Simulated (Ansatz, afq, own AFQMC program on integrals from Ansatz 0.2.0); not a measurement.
AFQMC on a folder of integrals that Ansatz 0.2.0 wrote.

```yaml
crystal:
  periodic: [false, false, false]
  atoms:
    - {symbol: Ge, position_ang: [0.000000, -0.020787, 0.000000]}
    - {symbol: H, position_ang: [0.000000, 0.749032, -1.334401]}
    - {symbol: H, position_ang: [0.000000, 0.749032, 1.334401]}
basis:
  gaussian: {orbitals: aug-cc-pVDZ}
magnetization: {spin_polarized: true, initial_magnetization: 2}
correlation: {method: ccsd_t, electrons: outside_noble_gas, hamiltonian_folder: ham}
```

```sh
$ ansatz run in.yaml --threads 1 --pin off --events-out ev --progress --plain --max-ram 16896MiB --backend cuda --devices 0, --max-vram 18GiB
```

afq runs on the folder ham with

```
--method phaseless --trial cisd --walkers 4000 --populations 20 --least-time 60 --time-step 0.005 --steps-per-block 50 --equilibration-blocks 28 --max-blocks 4000 --target-error 0.00015 --factor-cut 1e-05 --start spin_pure --seed 6155 --release-times 0.24,0.51,0.99,1.62,2.4 --release-step 0.03 --release-every 3 --taylor-order 6
```

Times are imaginary, in 1/Eh. The walk had a cap of 123 s. With eight or more populations the least sampling time is a fifth of least-time, and the error comes from their spread. Filled inner d shells are frozen with the cores.

afq prints:

```
orbitals 40  electrons 4 2  factors 317 of 576
reference energy -2076.43004076 Eh
CCSD correlation -0.09441613 Eh in 10 cycles, weight of the determinant in the CISD state 0.9347
energy of the start -2076.524423 Eh
 block  time / (1/Eh)  mean weight  energy / Eh
     1     0.250  0.9998  -2076.524109
     2     0.500  0.9999  -2076.524412
     3     0.750  0.9999  -2076.524840
     4     1.000  1.0000  -2076.525238
     5     1.250  1.0002  -2076.525675
    10     2.500  0.9999  -2076.526557
    15     3.750  1.0000  -2076.526947
    20     5.000  0.9999  -2076.526940
    25     6.250  1.0000  -2076.526938
    30     7.500  1.0000  -2076.526927
    35     8.750  1.0000  -2076.527178
    40    10.000  1.0001  -2076.527116
    45    11.250  1.0000  -2076.527257
    50    12.500  0.9999  -2076.527215
    55    13.750  1.0000  -2076.527076
    60    15.000  1.0000  -2076.527200
    65    16.250  1.0001  -2076.527357
    66    16.500  1.0001  -2076.527369
    70    17.500  1.0000  -2076.527280
    75    18.750  1.0001  -2076.527242
    78    19.500  1.0000  -2076.527192
error from the spread of 20 populations
released: time / (1/Eh)  energy / Eh  error  mean overlap
  0.24  -2076.527201  0.000031  1.0008
  0.51  -2076.527208  0.000030  1.0015
  0.99  -2076.527193  0.000027  1.0050
  1.62  -2076.527257  0.000030  1.0016
  2.40  -2076.527270  0.000029  1.0014
energy -2076.527197 +/- 0.000041 Eh
(rows thinned)
```

The run passed its tests (sampling time, drift between the halves within three errors, error under three times the target), which doesn't prove that it has relaxed.

Against this walk (error 1.1 meV) on the same determinant: CCSD(T) 17.4 meV higher, CCSDT(Q) 1.3 meV lower (within the noise), full CI for this spin (own frozen core, lowest symmetry allowed) 9.6 meV higher. The error is statistical and leaves out the bias of the constraint. Released to 2.40 1/Eh the energy moves by -2.0 ± 1.4 meV (both errors), within twice the noise.

Cautions: constraint bias not in the error; no relativity below Rb; no spin-orbit coupling; inner d shell frozen; lower spins were not checked.

The walk took 40 s on 1 × NVIDIA H100 80GB HBM3 with 2 threads of AMD EPYC 7R13 Processor (Zen 3), with other jobs on the host (the card was shared). The log's last line is the phaseless energy.

CCSDT and higher add their correlation energy to the determinant of the CCSD(T) run, since their own runs factorise the integrals more tightly (a shift of under 2 meV). A walk keeps the symmetry of its determinant, which the program's search chose and which needn't be the lowest solution, so a lower state of the same spin and another symmetry isn't excluded.
